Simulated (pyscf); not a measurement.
# Four-centre exchange: HO–Si(SiH₃)(SiH₃)–SiH₃ (SMILES O[Si]([SiH3])([SiH3])[SiH3]) + SiH₄ (SMILES [SiH4]) → H₃Si–O–Si(SiH₃)(SiH₃)–SiH₃ (SMILES [SiH3]O[Si]([SiH3])([SiH3])[SiH3]) + H₂ (SMILES [H][H])

Gas phase, singlet surface, charge 0. Bonds broken: O1–H6, Si16–H17. Bonds formed: O1–Si16, H6–H17. Optimised with ωB97X-D3(BJ)/def2-SVP in PySCF.

Transition state (Å):

```xyz
20

O      0.4397    -0.2903     0.4051
Si    -0.7330     0.4460    -0.6409
Si    -1.4028    -1.0959    -2.2570
Si    -2.5582     1.0763     0.6693
Si     0.2801     2.2946    -1.6331
H      0.7933    -0.1039     1.4428
H     -0.2239    -1.6863    -2.9494
H     -2.2046    -0.3097    -3.2460
H     -2.2680    -2.1612    -1.6800
H     -3.5847     1.6972    -0.2193
H     -2.1420     2.0656     1.7062
H     -3.1399    -0.1237     1.3381
H      0.7735     3.2358    -0.5859
H      1.4211     1.8642    -2.4916
H     -0.7399     2.9870    -2.4752
Si     0.5656    -2.0107     1.1186
H      1.0987    -0.8231     2.3086
H      1.8696    -2.7201     1.2479
H     -0.5015    -2.4627     2.0580
H      0.0552    -2.5409    -0.2108
```

One imaginary mode, 1275i cm⁻¹; descent along it reached the two sides named.

| bond | change | reactant side (Å) | saddle | product side |
|---|---|---|---|---|
| O1–H6 | breaks | 0.964 | 1.112 | 2.475 |
| Si16–H17 | breaks | 1.489 | 1.764 | 4.1 |
| O1–Si16 | forms | 2.9 | 1.867 | 1.664 |
| H6–H17 | forms | 3.0 | 1.166 | 0.761 |

Electronic energies relative to the separated reactants (eV):

| level | barrier | reaction energy | reverse barrier |
|---|---|---|---|
| ωB97X-D3(BJ)/def2-TZVP | 1.44 | -0.94 | 2.37 |
| PBE/def2-TZVP | 1.34 | -0.69 | 2.04 |
| r²SCAN/def2-TZVP | 1.37 | -0.86 | 2.22 |
| B3LYP-D3(BJ)/def2-TZVP | 1.42 | -0.92 | 2.34 |
| PBE0-D3(BJ)/def2-TZVP | 1.34 | -0.81 | 2.15 |
| M06-2X/def2-TZVP | 1.46 | -0.99 | 2.45 |
| ωB97M-D3(BJ)/def2-TZVP | 1.46 | -0.85 | 2.31 |
| HF/def2-TZVP | 2.33 | -0.78 | 3.11 |

With ωB97M-D3(BJ)/def2-TZVP energies and thermal terms (ideal gas, 1 atm, RRHO with modes under 100 cm⁻¹ raised to 100, one conformer, R ln 2 for chiral ones without a mode under 150 cm⁻¹), in eV:

```csv
T (K),ΔH‡,ΔG‡,ΔH,ΔG
298,1.40,1.88,-0.94,-0.84
600,1.40,2.38,-0.89,-0.77
900,1.43,2.86,-0.86,-0.71
1200,1.46,3.33,-0.83,-0.67
```

HO–Si(SiH₃)(SiH₃)–SiH₃ lies 1.03 eV over its isomer H₃Si–SiH₂–O–SiH₂–SiH₃ (electronic energy, ωB97M-D3(BJ)/def2-TZVP). This is the saddle that the search found; another between the same sides may lie lower.
